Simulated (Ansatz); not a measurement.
Input file:

```yaml
crystal:
  periodic: [false, false, false]
  atoms:
    - {symbol: H, position_ang: [0.000000, 0.000000, -0.925667]}
    - {symbol: H, position_ang: [0.000000, 0.000000, -0.114667]}
    - {symbol: O, position_ang: [0.000000, 0.000000, 1.040333]}
basis:
  gaussian: {orbitals: cc-pVDZ}
magnetization: {spin_polarized: true, initial_magnetization: 2}
correlation: {method: ccsdtq, electrons: outside_noble_gas}
```

```sh
$ ansatz run in.yaml --threads 2 --pin off --events-out ev --progress --plain --max-ram 16896MiB --backend cuda --devices 0, --max-vram 18GiB
```

(1) Roughly how long does this take on 2 threads of AMD EPYC 7R13 with a shared H100 80 GB, shared host, and how much host memory?

```
351 factors; integrals over basis functions are off by at most 2.1e-7 eV
mean field evaluation 1: about -2063.7242 eV, gradient 9.0e0 eV
mean field evaluation 2: about -2063.7247 eV, gradient 9.0e0 eV
mean field evaluation 4: about -2064.3353 eV, gradient 1.2e0 eV
mean field evaluation 8: about -2064.3517 eV, gradient 4.3e-4 eV
mean field evaluation 16: about -2064.3510 eV, gradient 1.2e-1 eV
mean field evaluation 32: about -2063.0584 eV, gradient 1.1e0 eV
mean field evaluation 64: about -2064.3517 eV, gradient 2.3e-4 eV
mean field evaluation 96: about -2062.9828 eV, gradient 2.5e-4 eV
mean field -2064.35170991 eV, -75.8635260712 hartree, gradient 1.5e-6 eV, S^2 2.035857; 6 other end points of the search recorded, 0 dependent functions left out
determinant -2064.35170991 eV, -75.8635260712 hartree, with singles and doubles -2069.04825474 eV, -76.0361209106 hartree
determinant -2062.98281854 eV, -75.8132202413 hartree, with singles and doubles -2067.31804704 eV, -75.9725369503 hartree
1 core orbitals not correlated: weight in the atoms' cores, before any rotation towards them, 1.000 or more for the frozen orbitals, at most 0.000 for the correlated occupied ones
reference -2064.35170991 eV, -75.8635260712 hartree; 5, 3 occupied and 18, 20 virtual orbitals, 351 factors
second order -4.07440896 eV of doubles, -0.00000000 eV of singles
cycle   1  -4.49161184 eV  change   -4.2e-1 eV  update   4.8e-2
cycle   2  -4.73295473 eV  change   -2.4e-1 eV  update   2.1e-2
cycle   3  -4.77063580 eV  change   -3.8e-2 eV  update   1.0e-2
cycle   4  -4.77110020 eV  change   -4.6e-4 eV  update   4.5e-3
cycle   5  -4.77049787 eV  change    6.0e-4 eV  update   2.1e-3
cycle   6  -4.77102955 eV  change   -5.3e-4 eV  update   1.1e-3
cycle   7  -4.77091817 eV  change    1.1e-4 eV  update   3.4e-4
cycle   8  -4.77086897 eV  change    4.9e-5 eV  update   1.6e-4
cycle   9  -4.77088288 eV  change   -1.4e-5 eV  update   5.8e-5
cycle  10  -4.77085360 eV  change    2.9e-5 eV  update   2.5e-5
cycle  11  -4.77085242 eV  change    1.2e-6 eV  update   1.3e-5
cycle  12  -4.77085366 eV  change   -1.2e-6 eV  update   4.1e-6
cycle  13  -4.77085524 eV  change   -1.6e-6 eV  update   1.9e-6
cycle  14  -4.77085688 eV  change   -1.6e-6 eV  update   9.2e-7
cycle  15  -4.77085735 eV  change   -4.7e-7 eV  update   4.3e-7
Total energy: -2069.12256726 eV, -76.0388518451 hartree
```

For the same geometry and basis full CI lies 1.3 meV higher.

Answers

(1) 10 s wall and 0.85 GiB.
